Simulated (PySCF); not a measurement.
Input of a run (PBE0-D3(BJ)/def2-SVP geometry optimisation, gas phase (PySCF 2.14.0)), started from GFN2-xTB:
```
{"job": {"xc": "PBE0", "basis": "def2-SVP", "d3": "d3bj", "grid": 1, "shake": 0.01, "kind": "geom"}, "charge": 0, "multiplicity": 1}
P      0.517900     0.876580    -0.311780
P     -0.502580    -0.909100     0.301540
H      1.335880     0.916700     0.775230
H      1.470040     0.233270    -1.103070
H     -1.366420    -0.921970    -0.800540
H     -1.430660    -0.225500     1.093960
```

Output (energies in Eh, forces in Eh/bohr):
```
step   0  E = -684.61575895  max force = 0.031032
step   1  E = -684.62123308  max force = 0.007861
step   2  E = -684.62151793  max force = 0.001935
step   3  E = -684.62153135  max force = 0.000478
step   4  E = -684.62153211  max force = 0.000144
optimisation converged
```

Q: Summarise the run.

A: The energy falls by 0.157 eV over 5 energy and gradient evaluations, the largest force component goes from 0.0310 to 1.4e-04 Eh/bohr, and the atoms move by 0.050 Å rms after alignment. The bond that changes most is P1–P2 (both ends three-coordinate phosphorus), which lengthens by 0.100 Å. Bonds longer at the end by more than 0.005 Å: 5 of 5; shorter: 0. Among the angles that change most is P2–P1–H4, from 95.9° to 93.6°. The energy never rose by more than 1e-6 Eh on the way. The first step brought 95 % of the lowering.

Q: What are the final bond lengths?

A: P1–P2 2.246 Å, P1–H3 1.430 Å, P1–H4 1.430 Å, P2–H5 1.430 Å, P2–H6 1.430 Å. Numbering counts from 1 in the input's order; the species is `PP` (P2H4).

The run used 56 basis functions and 28 SCF cycles in all.

Stationary, but not proved a minimum. One conformer, not necessarily the lowest.

The values belong to the conformer `[PH2:1][PH2:2]`: H–P1–P2–H 178°, H–P1–P2–H 86°.
